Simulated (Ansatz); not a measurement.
Geometry optimisation, UKS PBE0/def2-mTZVP (Ansatz).

Input file:

```yaml
crystal:
  periodic: [false, false, false]
  atoms:
    - { symbol: "N", position_ang: [-0.8134, 0.2252, -0.4866] }
    - { symbol: Si, position_ang: [-0.0527, -0.3221, 0.8757] }
    - { symbol: Cl, position_ang: [1.5246, -1.3709, 0.1573] }
    - { symbol: H, position_ang: [-1.33297, -0.81024, 1.31869] }
    - { symbol: H, position_ang: [-0.9137, -0.4838, -1.2059] }
    - { symbol: H, position_ang: [0.502, 0.8918, 1.546] }
magnetization:
  spin_polarized: true
  initial_magnetization: 1
basis:
  gaussian: { orbitals: def2-mTZVP }
hamiltonian:
  xc: pbe0
relax:
  f_tol: 0.02
  max_steps: 50
```

Run as:

```bash
$ ansatz run input.yaml --threads 2 --pin off --max-ram 3072MiB --backend cpu --events-out ev --progress --plain --runs-dir out
```

Question: Where does it end, and by what steps?

Answer: The run converged. The force dipped under the threshold on the way, but the program's further checks kept it going. After 11 steps the energy has fallen by 0.791 eV; H4 moved furthest, 0.52 Å.

```
step  energy less start (eV)  largest force component (eV/Å)  accepted
   0                  0.0000                           2.249       yes
   1                 -0.6324                           0.934       yes
   2                 -0.7409                           0.773       yes
   3                 -0.7711                           0.353       yes
   4                 -0.7536                           0.920        no
   5                 -0.7864                           0.137       yes
   6                 -0.7856                           0.487        no
   7                 -0.7884                           0.026       yes
   8                 -0.7904                           0.017       yes
   9                 -0.7900                           0.233        no
  10                 -0.7908                           0.036       yes
  11                 -0.7909                           0.002       yes
```

```xyz
6
Properties=species:S:1:pos:R:3
N -1.049 0.208 -0.581
Si -0.114 -0.297 0.791
Cl 1.477 -1.568 0.397
H -1.040 -1.008 1.700
H -0.797 -0.135 -1.510
H 0.437 0.930 1.409
```

Whether the end is a true minimum wasn't checked by a vibrational analysis.

The run took 26 s on 2 threads of Arm Neoverse V1 (shared host), peak memory 0.17 GiB.
